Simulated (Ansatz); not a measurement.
# BSiH (triplet): trial inputs and their diagnosis

4 inputs are run for BSiH (triplet) as typed; the log has to tell whether the result can be used and what must change.

The runs use Ansatz 0.2.0, Gaussian basis; the settings change from run to run.

19 further runs of the same task are left out: 10 that didn't finish, 9 set aside as unsound or not needed.

### 1 The system

The geometry is a PBE0/def2-TZVP stationary point (not a proven minimum) of the parent state, kept for this charge and spin.

3 atoms, charge 0, spin multiplicity 3.

Atoms are counted from 1 here; the program's logs count them from 0.

Bond lengths: Si1–B2 2.039 Å, Si1–H3 1.516 Å. Angles: B2–Si1–H3 180.0°.

### 2 Try 1

File in.yaml:

```yaml
crystal:
  periodic: [false, false, false]
  atoms:
    - {symbol: Si, position_ang: [0.000000, 0.000000, 0.174230]}
    - {symbol: B, position_ang: [0.000000, 0.000000, -1.864326]}
    - {symbol: H, position_ang: [0.000000, 0.000000, 1.690095]}
basis:
  gaussian: {orbitals: def2-SVPD}
magnetization: {spin_polarized: false, initial_magnetization: 2}
correlation: {method: CCSDT(Q), electrons: outside_noble_gas}
```

Command:

```
ansatz run in.yaml --threads 1 --pin off --events-out ev --progress --plain --max-ram 2393MiB
```

Log:

```text
Error: YAML parse error: error: line 10 column 23: unknown variant `CCSDT(Q)`, expected one of mp2, rpa, ccsd, ccsd_t, bccd, bccd_t, ccsdt, ccsdt_q, ccsdt_q_b, ccsdtq, fci, sc_nevpt2, fic_nevpt4_sd, fic_mrcisd_q, fic_mrcisd_q_relaxed
  --> <input>:10:23
   |
 8 |   gaussian: {orbitals: def2-SVPD}
 9 | magnetization: {spin_polarized: false, initial_magnetization: 2}
10 | correlation: {method: CCSDT(Q), electrons: outside_noble_gas}
   |                       ^ unknown variant `CCSDT(Q)`, expected one of mp2, rpa, ccsd, ccsd_t, bccd, bccd_t, ccsdt, ccsdt_q, ccsdt_q_b, ccsdtq, fci, sc_nevpt2, fic_nevpt4_sd, fic_mrcisd_q, fic_mrcisd_q_relaxed
```

Run time: 0.03 s. Hardware: 1 thread of Arm Neoverse V2, shared host.

Diagnosis: The run was refused. The method's name isn't one that the program knows. To mend it, name one from the list in the message.

### 3 Try 2

File in.yaml:

```yaml
crystal:
  periodic: [false, false, false]
  atoms:
    - {symbol: Si, position_ang: [0.000000, 0.000000, 0.174230]}
    - {symbol: B, position_ang: [0.000000, 0.000000, -1.864326]}
    - {symbol: H, position_ang: [0.000000, 0.000000, 1.690095]}
basis:
  gaussian: {orbitals: def2-SVP}
magnetization: {spin_polarized: false, initial_magnetization: 2}
hamiltonian: {xc: {name: B3LYP}}
correlation: {method: CCSDT(Q), electrons: outside_noble_gas}
```

Launched as before.

Log:

```text
Error: YAML parse error: error: line 11 column 23: unknown variant `CCSDT(Q)`, expected one of mp2, rpa, ccsd, ccsd_t, bccd, bccd_t, ccsdt, ccsdt_q, ccsdt_q_b, ccsdtq, fci, sc_nevpt2, fic_nevpt4_sd, fic_mrcisd_q, fic_mrcisd_q_relaxed
  --> <input>:11:23
   |
 9 | magnetization: {spin_polarized: false, initial_magnetization: 2}
10 | hamiltonian: {xc: {name: B3LYP}}
11 | correlation: {method: CCSDT(Q), electrons: outside_noble_gas}
   |                       ^ unknown variant `CCSDT(Q)`, expected one of mp2, rpa, ccsd, ccsd_t, bccd, bccd_t, ccsdt, ccsdt_q, ccsdt_q_b, ccsdtq, fci, sc_nevpt2, fic_nevpt4_sd, fic_mrcisd_q, fic_mrcisd_q_relaxed
```

Run time: 0.03 s. Hardware: 1 thread of Arm Neoverse V2, shared host.

What is wrong: The run was refused. The method's name isn't one that the program knows. Cure: name one from the list in the message.

### 4 Try 3

File in.yaml:

```yaml
crystal:
  periodic: [false, false, false]
  atoms:
    - {symbol: Si, position_ang: [0.000000, 0.000000, 0.174230]}
    - {symbol: B, position_ang: [0.000000, 0.000000, -1.864326]}
    - {symbol: H, position_ang: [0.000000, 0.000000, 1.690095]}
basis:
  gaussian: {orbitals: STO-3G}
magnetization: {spin_polarized: false, initial_magnetization: 2}
correlation: {method: fic_mrcisd_q, electrons: valence, active_space: {window: {electrons: 14, orbitals: 14}}}
scf: {lower_state_search: full}
```

Launched as before.

Log:

```text
Functional definition: HF
  name "HF"
  cite "Fock, Z. Phys. 61, 126 (1930) doi:10.1007/BF01340294"
  parent pbe
  exchange = exact_x
  correlation = 0
168 factors; integrals over basis functions are off by at most 3.9e-5 eV
mean field evaluation 1: about -8441.5770 eV, gradient 5.6e0 eV
mean field evaluation 2: about -8441.5884 eV, gradient 5.6e0 eV
mean field evaluation 4: about -8442.0225 eV, gradient 1.5e0 eV
mean field evaluation 8: about -8442.1145 eV, gradient 8.8e-6 eV
mean field evaluation 16: about -8440.0991 eV, gradient 2.0e0 eV
mean field evaluation 32: about -8414.2806 eV, gradient 3.8e1 eV
mean field evaluation 64: about -8442.1098 eV, gradient 1.8e-1 eV
mean field evaluation 96: about -8442.1138 eV, gradient 8.5e-5 eV
mean field evaluation 128: about -8440.3440 eV, gradient 2.0e-6 eV
mean field -8442.11383062 eV, -310.2419610048 hartree, gradient 2.5e-6 eV, S^2 2.000000; 8 other end points of the search recorded, 0 dependent functions left out
reference -8442.11383062 eV, -310.2419610048 hartree; 11, 9 occupied and 4, 6 virtual orbitals, 168 factors
Error: 14 electrons in 14 orbitals form no window around the highest filled level of the reference
```

Wall time 0.12 s (1 thread of Arm Neoverse V2, shared host).

Diagnosis: The run stopped with an error. The active window can't be built from these electrons and orbitals. Fix: choose counts that fit the spin, the electrons and the basis.

### 5 Try 4

File in.yaml:

```yaml
crystal:
  periodic: [false, false, false]
  atoms:
    - {symbol: Si, position_ang: [0.000000, 0.000000, 0.174230]}
    - {symbol: B, position_ang: [0.000000, 0.000000, -1.864326]}
    - {symbol: H, position_ang: [0.000000, 0.000000, 1.690095]}
basis:
  gaussian: {orbitals: 6-31G}
magnetization: {spin_polarized: false, initial_magnetization: 2}
correlation: {active_space: {window: {electrons: 2, orbitals: 200}}}
```

Launched as before.

Log:

```text
Functional definition: HF
  name "HF"
  cite "Fock, Z. Phys. 61, 126 (1930) doi:10.1007/BF01340294"
  parent pbe
  exchange = exact_x
  correlation = 0
298 factors; integrals over basis functions are off by at most 1.9e-4 eV
mean field evaluation 1: about -8542.1882 eV, gradient 6.7e0 eV
mean field evaluation 2: about -8542.2191 eV, gradient 6.8e0 eV
mean field evaluation 4: about -8542.7039 eV, gradient 2.0e0 eV
mean field evaluation 8: about -8542.7629 eV, gradient 4.4e-1 eV
mean field evaluation 16: about -8531.4672 eV, gradient 2.2e1 eV
mean field evaluation 32: about -8541.7657 eV, gradient 3.5e-6 eV
mean field evaluation 64: about -8540.8169 eV, gradient 1.0e1 eV
mean field -8542.76597979 eV, -313.9408592627 hartree, gradient 4.9e-6 eV, S^2 2.000000; 7 other end points of the search recorded, 0 dependent functions left out
reference -8542.76597979 eV, -313.9408592627 hartree; 11, 9 occupied and 13, 15 virtual orbitals, 298 factors
Error: 2 electrons in 200 orbitals form no window around the highest filled level of the reference
```

Run time: 0.24 s. Hardware: 1 thread of Arm Neoverse V2, shared host.

**Diagnosis.** The run stopped with an error. The active window can't be built from these electrons and orbitals. Fix: choose counts that fit the spin, the electrons and the basis.

### 6 How the runs ended

```csv
try,level,ended,cause,time
1,'CCSDT(Q)'/def2-SVPD,refused,the method's name isn't one that the program knows,0.03 s
2,'CCSDT(Q)'/def2-SVP,refused,the method's name isn't one that the program knows,0.03 s
3,"MRCISD+Q(14,14)/STO-3G",stopped by an error,the active window can't be built from these electrons and orbitals,0.12 s
4,"CASSCF(2,200)/6-31G",stopped by an error,the active window can't be built from these electrons and orbitals,0.24 s
```

2 refused, 2 stopped by an error.
